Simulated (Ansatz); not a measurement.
**CH3BF− (SMILES B[CH-]F): energies and forces away from the minimum**

An exercise on one series of results from a longer session: the logs are not shown, and one member is left open.

Program: Ansatz 0.2.0, Gaussian basis. Level of theory: single points with forces in def2-TZVPPD. These are calculated values, not measurements.

Levels: PBE-D4, r2SCAN-D4, PBE0-D4, wB97M-V, Hartree-Fock, MP2, CCSD, CCSD(T). Each coordinate is moved by a Gaussian draw of the width named (0.7 of it for atoms other than hydrogen): 0.12, 0.12 Å.

Correlated methods freeze the cores.

13 further runs of the same task are left out: 13 set aside as unsound or not needed.

**Starting geometry**

The minimum, relaxed at PBE0-D4: SMILES `B[CH-]F`, 6 atoms, charge -1, spin multiplicity 1.

Atoms are counted from 1 here; the program's logs count them from 0.

Bond lengths: B1–C2 1.437 Å, B1–H4 1.218 Å, B1–H5 1.216 Å, C2–F3 1.412 Å, C2–H6 1.091 Å. Angles: C2–B1–H4 117.7°, C2–B1–H5 123.2°, H4–B1–H5 119.0°, B1–C2–F3 124.2°, B1–C2–H6 128.7°, F3–C2–H6 107.0°.

Geometry (Å):

```xyz
6

B    -0.43922   -0.01839   -0.62042
C     0.38848   -0.06421    0.55356
F     0.90021    1.07677    1.20998
H    -0.81572   -1.07689   -1.09014
H    -0.77589    1.01882   -1.15862
H     0.74214   -0.93611    1.10564
```

Energies of the minimum (eV), from earlier single points: PBE-D4 -4475.44940, r2SCAN-D4 -4478.24214, PBE0-D4 -4475.61155, B3LYP-D4 -4481.08507, wB97M-V -4478.88007, CCSD(T) -4472.21314.

Set-up of the first run:

ccsdt-tzvppd/in.yaml reads:

```yaml
crystal:
  periodic: [false, false, false]
  atoms:
    - {symbol: B, position_ang: [-0.434322, 0.078929, -0.783599]}
    - {symbol: C, position_ang: [0.577223, 0.041660, 0.510854]}
    - {symbol: F, position_ang: [0.893274, 1.126287, 1.251472]}
    - {symbol: H, position_ang: [-0.759880, -1.278800, -1.236106]}
    - {symbol: H, position_ang: [-0.817489, 0.956578, -1.292431]}
    - {symbol: H, position_ang: [0.727071, -0.876982, 1.180769]}
basis:
  gaussian: {orbitals: "def2-TZVPPD.json"}
total_charge: -1
correlation: {method: ccsd_t}
output: {forces: true}
```

The basis file named in the input lies beside it (Basis Set Exchange, JSON).

No record of the launch command was kept for these runs.

Steps of the session up to this table: Structure 1, width 0.12 Å; Structure 2, width 0.12 Å.

One table of the session follows, with a row left open; its other results are not shown here.

| method | RMS force component (eV/Å) | angle to CCSD(T) forces (°) |
| --- | --- | --- |
| PBE-D4 | 2.239 | 2.9 |
| r2SCAN-D4 | 2.283 | 3.0 |
| PBE0-D4 | 2.288 | 3.9 |
| wB97M-V | ? | ? |
| CCSD(T) | 2.432 | reference |

Q: Estimate the row for wB97M-V from the others.

The run gave: RMS force component (eV/Å): 2.303; angle to CCSD(T) forces (°): 4.7. In the column «RMS force component (eV/Å)» it lies between PBE0-D4 (2.288) and CCSD(T) (2.432).
